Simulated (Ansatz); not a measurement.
**BeLi (doublet): the correlation ladder, aug-cc-pVTZ**

An exercise on one series of results from a longer session: the logs are not shown, and one member is left open.

Method: aug-cc-pVTZ, core rule «outside noble gas», up to 2 orbitals frozen; program: Ansatz 0.2.0, Gaussian basis.

The runs, in order: UHF; CCSD(T) on ROHF; CCSD(T) on UHF; BCCD(T) on ROHF; CCSDT on ROHF; CCSDT on UHF; Full CI.

13 further runs of the same task are left out: 3 for a known fault of the program, 1 that didn't finish, 9 set aside as unsound or not needed.

## The geometry

The geometry is a PBE0/def2-TZVPD stationary point (not a proven minimum) of the parent state, kept for this charge and spin.

2 atoms, charge 0, spin multiplicity 2.

Atoms are counted from 1 here; the program's logs count them from 0.

No contacts short enough for the rule that draws bonds.

The first run:

File in.yaml:

```yaml
crystal:
  periodic: [false, false, false]
  atoms:
    - {symbol: Li, position_ang: [0.000000, 0.000000, 0.000000]}
    - {symbol: Be, position_ang: [0.000000, 0.000000, 2.936000]}
basis:
  gaussian: {orbitals: aug-cc-pVTZ}
magnetization: {spin_polarized: true, initial_magnetization: 1}
hamiltonian: {xc: hf}
output: {orbitals: {seedname: orbitals}}
```

The run is started by

```
$ ansatz run in.yaml --threads 1 --pin off --events-out ev --progress --plain --max-ram 2393MiB
```

Steps of the session up to this table: UHF; CCSD(T) on ROHF; CCSD(T) on UHF; BCCD(T) on ROHF; CCSDT on ROHF; CCSDT on UHF; Full CI.

One of the session's tables, all rows but one given; the rest of the session is left out.

```
  method  from FCI (kcal/mol)
    ROHF               +35.09
     UHF               +30.82
    RMP2               +12.85
    UMP2               +13.84
   RCCSD                +1.20
   UCCSD                +1.02
RCCSD(T)                +0.35
UCCSD(T)                +0.33
 BCCD(T)                    ?
  RCCSDT                 0.00
  UCCSDT                -0.02
     FCI                    0
```

**Question.** Estimate the row for BCCD(T).

As computed: from FCI (kcal/mol): +0.34. In the column «from FCI (kcal/mol)» it lies between UCCSD(T) (+0.33) and RCCSD(T) (+0.35).

Caveats from the session: Levels on UHF freeze UHF's core orbitals, full CI those of ROHF, so the U rows can settle a little off it for that reason alone. Restricted and unrestricted rows rest on different reference determinants; where their highest levels disagree by more than a few hundredths of an eV, they describe different states and don't form one ladder.
